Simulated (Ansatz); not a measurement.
**How the elastic constant C33 of wurtzite AgI moves with the method**

No measured value is used here.

```tsv
level (code)	value (GPa)	cell (Å³/atom)
B3LYP (VWN-RPA form) (Ansatz)	…	38.75
HSE06 (Ansatz)	38.5	36.24
PBE0 (Ansatz)	38.8	36.16
```

Q: Some entries are withheld; supply them.

A: 
- B3LYP (VWN-RPA form) (Ansatz, a program for electronic structure), value (GPa): 35.2

Each level is taken at its own relaxed cell. Ansatz's density-functional and Hartree–Fock values are scalar-relativistic unless marked +SOC, with PAW data made under PBE.
